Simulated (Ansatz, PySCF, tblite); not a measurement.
Potential energy surface of CH2, triplet: symmetric bend, bond length relaxed. Scanned: H-C-H angle. Other coordinates (C-H bond length) were minimised at PBE0/def2-TZVP.

- GFN2-xTB, 300 K electronic temperature (tblite)
- CCSD(T)/aug-cc-pVQZ = CCSD(T) on UHF/aug-cc-pVQZ, frozen core run with Ansatz (a quantum-chemistry and plane-wave program)
- UKS-B3LYP/LANL2DZ = unrestricted B3LYP/LANL2DZ (PySCF)

Energies in kJ/mol, each method relative to its own lowest point.

| a / ° | GFN2-xTB | CCSD(T)/aug-cc-pVQZ | UKS-B3LYP/LANL2DZ |
|---|---|---|---|
| 180 | 14.4 | 23.2 | 17.0 |
| 169.60 | 12.7 | 20.5 | 15.0 |
| 161.60 | 9.6 | 15.4 | 11.2 |
| 153.60 | 5.7 | 9.2 | 6.5 |
| 145.60 | 2.1 | 3.5 | 2.3 |
| 137.60 | 0.0 | 0.0 | 0.0 |
| 129.60 | 0.4 | 0.1 | … |
| 121.60 | 4.5 | 5.0 | … |
| 113.60 | … | 15.8 | 18.5 |
| 105.60 | … | 33.3 | 37.1 |
| 97.60 | … | 58.3 | 63.5 |
| 89.60 | 79.8 | 91.5 | 98.9 |
| 81.60 | 120.0 | 133.8 | 144.1 |
| 73.60 | — | 185.9 | 200.0 |
| 65.60 | — | 248.7 | 267.0 |

Q: Some entries are withheld; supply them.

A: 
- 129.60, UKS-B3LYP/LANL2DZ: 1.1
- 121.60, UKS-B3LYP/LANL2DZ: 6.9
- 113.60, GFN2-xTB: 13.3
- 105.60, GFN2-xTB: 28.0
- 97.60, GFN2-xTB: 49.7

Dashes: no converged value, or the column stops at the first point that the program doubted or that broke a chosen test of continuity, which isn't proof of a fault.

The scan ran from 180.0 to 60.0; beyond the range shown the relaxed coordinates jump or full CI changes its symmetry label.
